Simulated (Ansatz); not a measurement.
Cost and result for the atomization energy of C3H2O2 (`C#CC(=O)O`) (7 atoms, 6 bonds).

```xyz
7

C    -1.897    0.284   -0.026
C    -0.721    0.056   -0.084
C     0.683   -0.256   -0.209
O     1.145   -0.941   -1.078
O     1.405    0.313    0.764
H    -2.942    0.486    0.025
H     2.326    0.057    0.608
```

The species carries charge 0 and has multiplicity 1. The geometry is a stationary point of PBE0-D4/def2-TZVP. It is one conformer, not always the lowest. Program: Ansatz. All runs use 2 threads of a server CPU on a shared host. Times are those of one run each, without the atoms' runs, and a repeat can differ threefold. Electronic energies, without spin–orbit coupling; frozen cores. CCSD(T)/CBS adds CCSD(T) − MP2 in def2-TZVPP to the MP2 limit, and its time is that of the two runs behind it. T1 = 0.016. B3LYP takes the VWN-RPA correlation (the form of Gaussian; ORCA's B3LYP/G). HSE06 is the plane-wave form, built on full-range PBE exchange.

CCSD(T)/CBS is a level of theory with its own doubt, some kJ/mol a heavy atom from the limit and from the frozen cores, so smaller differences don't rank the functionals.

| level | functions | wall time | atomization (kJ/mol) | difference from CCSD(T)/CBS | per bond |
| --- | --- | --- | --- | --- | --- |
| LDA (SPW92)/def2-TZVPP | 183 | 0.8 s | 3924.1 | 645.7 | 107.6 |
| PBE0-D4/def2-TZVPP | 183 | 1.6 s | 3314.7 | 36.3 | 6.0 |
| HSE06-D4/def2-TZVPP | 183 | 1.8 s | 3319.0 | 40.6 | 6.8 |
| CAM-B3LYP-D4/def2-TZVPP | 183 | 1.9 s | 3292.6 | 14.2 | 2.4 |
| B3LYP-D4/def2-TZVPP (with forces) | 183 | 2.1 s | 3281.4 | 3.0 | 0.5 |
| CCSD(T)/def2-SVP | 80 | 2.4 s | 3125.2 | -153.2 | -25.5 |
| r2SCAN-D4/def2-TZVPP (with forces) | 183 | 2.7 s | 3309.0 | 30.6 | 5.1 |
| B2PLYP/def2-TZVPP | 183 | 3.3 s | 3266.4 | -12.0 | -2.0 |
| ωB97X-V/def2-TZVPP | 183 | 4.1 s | 3277.0 | -1.4 | -0.2 |
| B97M-V/def2-TZVPP | 183 | 4.8 s | 3288.6 | 10.2 | 1.7 |
| MP2/def2-QZVPP | 345 | 10 s | 3387.1 | 108.7 | 18.1 |
| CCSD(T)/def2-TZVPP | 183 | 40 s | 3180.6 | -97.8 | -16.3 |
| CCSD(T)/CBS(def2) | – | 50 s | 3278.4 | 0.0 | 0.0 |

From BLYP to BHLYP (50 % exact exchange), in def2-TZVPP and without D4, the atomization energy moves by −230.7 kJ/mol: exact exchange takes away binding that semilocal exchange gives to molecules. In def2-TZVPP, CCSD(T) changes the Hartree–Fock value by +984.2 kJ/mol (the triples alone add +84.9 kJ/mol) and MP2 by +1133.2 kJ/mol; breaking electron pairs costs correlation energy, which Hartree–Fock lacks. The D4 term adds +17.7 kJ/mol with B3LYP and +9.2 kJ/mol with PBE0; it sums over pairs of atoms, weighted by their polarisabilities, and B3LYP, whose exchange is more repulsive, gets the larger term.
